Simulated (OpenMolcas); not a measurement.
**One shape, several levels: [SiH3]+ (SMILES [SiH3+])**

Aim: a comparison of 6 runs (B3LYP/6-31G, PBE/6-31G, PBE0/6-31G, SVWN5/6-31G, MP2/6-31G, CCSD(T)/6-31G) of [SiH3]+. 

Program for the calculation: OpenMolcas 26.06.

3 further runs of the same task are left out: 3 set aside as unsound or not needed.

### 1 The structure to begin with

[SiH3]+: 4 atoms, total charge +1, spin state singlet. SMILES: `[SiH3+]`. The Si1–H4 distance was set to 2.208 Å, away from the relaxed value. At this shape a bond of the SMILES string is far longer than usual.

Bond lengths: Si1–H2 1.472 Å, Si1–H3 1.472 Å. Angles: H2–Si1–H3 120.0°. A long bond or contact: Si1–H4 2.208 Å.

### 2 A single-point energy at B3LYP/6-31G (run 1)

mol.input reads:

```
&GATEWAY
 BasLib = $CurrDir
 BasisSet
 Si.6-31G....
 Si1 0.284245 -0.395843 0.551540 angstrom
 End of Basis
 BasisSet
 H.6-31G....
 H2 0.971145 0.279557 1.664540 angstrom
 H3 0.165845 -1.863043 0.541640 angstrom
 H4 -0.568500 0.791700 -1.103100 angstrom
 End of Basis

&SEWARD
 GridInput
 Grid=UltraFine
 End of Grid

&SCF
 Charge = 1
 KSDFT = B3LYP
 Thresholds = 1e-10 1e-07 1e-07 1e-05
 PrOrbitals = 1 1
```

The basis set 6-31G is read from a file made from the Basis Set Exchange's data (not shown).

On the command line:

```
$ export MOLCAS_MEM=1860
$ pymolcas mol.input > mol.log
```

Output:

```text
--- Start Module: gateway ---
[...]
--- Stop Module: gateway /rc=_RC_ALL_IS_WELL_ ---
--- Start Module: seward ---
[...]
      Basis functions           19
--- Stop Module: seward /rc=_RC_ALL_IS_WELL_ ---
--- Start Module: scf ---
[...]
       Convergence after  13 Iterations
[...]
::    Total KS-DFT energy                            -290.8346921167
[...]
      Total spin, S                                     0.0000000000
[...]
      Total electronic charge=   16.000000
      Total            charge=    1.000000
[...]
      Dipole Moment (debye):
      Origin of the operator (angstrom)=    0.2750   -0.3830    0.5336
                   X= -1.1657E-01               Y=  1.6236E-01               Z= -2.2618E-01           Total=  3.0184E-01
      Center of Charge (angstrom)
[...]
--- Stop Module: scf /rc=_RC_ALL_IS_WELL_ ---
[...]
```

It took 4.5 s on 1 thread of Arm Neoverse V1, shared host; peak memory 0.37 GiB.

### 3 A single-point energy at PBE/6-31G (run 2)

mol.inp reads:

```
* H3Si Kohn-Sham DFT
&GATEWAY
BASLIB=$CurrDir
BASISSET
Si.6-31G....
Si1 0.284245 -0.395843 0.551540 angstrom
End of Basis
BASISSET
H.6-31G....
H2 0.971145 0.279557 1.664540 angstrom
H3 0.165845 -1.863043 0.541640 angstrom
H4 -0.568500 0.791700 -1.103100 angstrom
End of Basis
&SEWARD
GRIDINPUT
Grid=UltraFine
End of Grid
&SCF
CHARGE=1
KSDFT=PBE
THRESHOLDS=1e-10 1e-07 1e-07 1e-05
PRORBITALS=1 1
```

The basis set 6-31G is read from a file made from the Basis Set Exchange's data (not shown).

On the command line:

```
$ export MOLCAS_MEM=1860
$ pymolcas mol.inp > mol.log
```

Output:

```text
--- Start Module: gateway ---
[...]
--- Stop Module: gateway /rc=_RC_ALL_IS_WELL_ ---
--- Start Module: seward ---
[...]
      Basis functions           19
--- Stop Module: seward /rc=_RC_ALL_IS_WELL_ ---
--- Start Module: scf ---
[...]
       Convergence after  16 Iterations
[...]
::    Total KS-DFT energy                            -290.6568467952
[...]
      Total spin, S                                     0.0000000000
[...]
      Total electronic charge=   16.000000
      Total            charge=    1.000000
[...]
      Dipole Moment (debye):
      Origin of the operator (angstrom)=    0.2750   -0.3830    0.5336
                   X= -1.0832E-01               Y=  1.5087E-01               Z= -2.1018E-01           Total=  2.8048E-01
      Center of Charge (angstrom)
[...]
--- Stop Module: scf /rc=_RC_ALL_IS_WELL_ ---
[...]
```

It took 5.1 s on 1 thread of Arm Neoverse V1, shared host; peak memory 0.37 GiB.

Runs 3 to 5 aren't shown in full; the table further down has their settings and results.

### 4 A single-point energy at CCSD(T)/6-31G (run 6)

mol.input reads:

```
&gateway
baslib=$CurrDir
basisset
Si.6-31G....
Si1 0.284245 -0.395843 0.551540 angstrom
End of Basis
basisset
H.6-31G....
H2 0.971145 0.279557 1.664540 angstrom
H3 0.165845 -1.863043 0.541640 angstrom
H4 -0.568500 0.791700 -1.103100 angstrom
End of Basis
&seward
&scf
charge=1
thresholds=1e-10 1e-07 1e-07 1e-05
prorbitals=1 1
&rasscf
fileorb=$Project.ScfOrb
spin=1
nactel=0 0 0
inactive=8
ras2=0
outorbitals=Canonical
orblisting=Nothing
&motra
jobiph
frozen=5
&ccsdt
cct
triples=2
iterations=80
accuracy=1e-08
extrapolation=5 4
```

The basis set 6-31G is read from a file made from the Basis Set Exchange's data (not shown).

On the command line:

```
$ export MOLCAS_MEM=1860
$ pymolcas mol.input > mol.log
```

Output:

```text
--- Start Module: gateway ---
[...]
--- Stop Module: gateway /rc=_RC_ALL_IS_WELL_ ---
[...]
      Basis functions           19
[...]
       Convergence after  12 Iterations
[...]
::    Total SCF energy                               -290.2023952001
[...]
      Total spin, S                                     0.0000000000
[...]
      Number of active orbitals                  0
[...]
      Spin quantum number                      0.0
[...]
      Active orbitals                            0
[...]
      Number of CSFs                             1
[...]
      Number of root(s) required                 1
[...]
      Convergence after  4 iterations
[...]
      Natural orbitals and occupation numbers for root  1
      ************************************************************************************************************************
      *                                                    Final results                                                     *
      ************************************************************************************************************************
[...]
::    RASSCF root number  1 Total energy:   -290.20239520
[...]
      Total electronic charge=   16.000000
      Total            charge=    1.000000
[...]
      Dipole Moment (debye):
      Origin of the operator (angstrom)=    0.2750   -0.3830    0.5336
                   X= -1.4306E-01               Y=  1.9928E-01               Z= -2.7758E-01           Total=  3.7044E-01
      Center of Charge (angstrom)
[...]
--- Start Module: motra ---
[...]
      *** WARNING: Default frozen orbitals is overwritten by user input.
      *** Default values:   2
[...]
--- Stop Module: motra /rc=_RC_ALL_IS_WELL_ ---
--- Start Module: ccsdt ---
[...]
      Convergence after                    15  Iterations
      Total energy (diff) :    -290.28827053      -0.00000001
[...]
 METHOD                       : CCSD+T(CCSD)+<T3(1)WT1> = CCSD(T)
[...]
       CCSD     =      -290.2882705269046
[...]
--- Stop Module: ccsdt /rc=_RC_ALL_IS_WELL_ ---
[...]
```

It took 2.2 s on 1 thread of Arm Neoverse V1, shared host; peak memory 0.37 GiB.

### 5 Overview of the runs

```tsv
run	level	integration grid	frozen core orbitals	energy (Eh)	HOMO energy (eV)	LUMO energy (eV)	HOMO–LUMO gap (eV)	wall time
1	B3LYP/6-31G	UltraFine	–	-290.834692	-15.30	-10.53	4.77	4.5 s
2	PBE/6-31G	UltraFine	–	-290.656847	-14.44	-11.29	3.16	5.1 s
3	PBE0/6-31G	UltraFine	–	-290.679189	-15.49	-10.30	5.19	4.2 s
4	SVWN5/6-31G	UltraFine	–	-289.615977	-14.40	-11.43	2.97	3.9 s
5	MP2/6-31G	–	5	-290.259044	-17.75	-6.77	10.98	1.7 s
6	CCSD(T)/6-31G	–	5	-290.289662	-17.75	-6.77	10.98	2.2 s
```

### 6 Outcome

```
                                          quantity          value
                               run 6: total energy  -290.28966 Eh
        run 6: HOMO energy (Hartree–Fock orbitals)      -17.75 eV
        run 6: LUMO energy (Hartree–Fock orbitals)       -6.77 eV
      run 6: HOMO–LUMO gap (Hartree–Fock orbitals)       10.98 eV
run 6: correlation energy (5 core orbitals frozen)      -87.3 mEh
                             run 6: (T) correction      -1.39 mEh
```

Over runs 1, 2, 3, 4 the HOMO–LUMO gap runs from 2.97 eV (SVWN5/6-31G) to 5.19 eV (PBE0/6-31G). Totals of different functionals can't be ranked against each other. All runs together took 22 s, the longest 5.1 s.
